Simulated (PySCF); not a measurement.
Species: C₅H₁₀O.
Numbering: `[CH3:1]/[CH:2]=[CH:3]/[O:4][CH2:5][CH3:6]` (hydrogens: H7, H8, H9 on C1; H10 on C2; H11 on C3; H12, H13 on C5; H14, H15, H16 on C6)

The same species was optimised twice, with GFN2-xTB and with PBE0-D3(BJ)/def2-SVP (PySCF), and the same property calculations (PySCF, gas phase) were run on both structures.

```tsv
coordinate	GFN2-xTB	PBE0-D3(BJ)/def2-SVP	change
C2=C3 (Å)	1.326	1.340	+0.014
C3–O4 (Å)	1.357	1.344	-0.013
C5–C6 (Å)	1.521	1.508	-0.013
O4–C5 (Å)	1.413	1.407	-0.006
C1–C2 (Å)	1.494	1.494	0.000
C2–C3–O4 (°)	129.0	128.5	-0.5
O4–C5–C6 (°)	108.1	108.5	+0.4
C1–C2–C3 (°)	122.9	122.7	-0.2
C3–O4–C5 (°)	117.8	118.0	+0.2
C2–C3–O4–C5 (°)	0	0	0
C3–O4–C5–C6 (°)	180	180	0
```

Rotational constants: A = 14333, B = 1481, C = 1377 MHz (GFN2-xTB) against A = 14172, B = 1489, C = 1383 MHz (PBE0-D3(BJ)/def2-SVP). Point groups within 0.08 Å: Cs and Cs. Atoms that the bonding makes alike are paired by their places after alignment.

On the GFN2-xTB structure: lowest singlet, TDDFT (eV) 6.58 [wB97X-D/def2-SVPD]; isotropic polarisability (au) 68.1 [wB97X-D/def2-SVPD]; HOMO (eV) -8.20 [wB97X-D/def2-SVPD]; LUMO (eV) 2.47 [wB97X-D/def2-SVPD]; dipole (D) 1.08 [wB97X-D/def2-SVPD].

What do these properties become on the PBE0-D3(BJ)/def2-SVP structure?

```tsv
property	level	on GFN2-xTB	on PBE0-D3(BJ)/def2-SVP	change
lowest singlet, TDDFT (eV)	wB97X-D/def2-SVPD	6.58	6.52	-0.06
isotropic polarisability (au)	wB97X-D/def2-SVPD	68.1	69.1	+1.0
HOMO (eV)	wB97X-D/def2-SVPD	-8.20	-8.15	+0.05
LUMO (eV)	wB97X-D/def2-SVPD	2.47	2.46	-0.01
dipole (D)	wB97X-D/def2-SVPD	1.08	1.03	-0.05
energy, GFN2-xTB geometry as zero (kcal/mol)	wB97X-D/def2-SVPD	0.0	-0.7	-0.7
```

The heavy atoms differ by 0.011 Å rms after alignment. Among bonds between heavy atoms C2=C3, C3–O4 and C5–C6 change most and about equally (-0.013 to +0.014 Å). Changes are differences of the printed values. Neither structure is proved a minimum here.

The values belong to the conformer `[CH3:1]/[CH:2]=[CH:3]/[O:4][CH2:5][CH3:6]`: C2–C3–O4–C5 0°, C3–O4–C5–C6 180°.

Note: wB97X-D ran without an empirical dispersion term, which enters the total energy and its gradient alone.
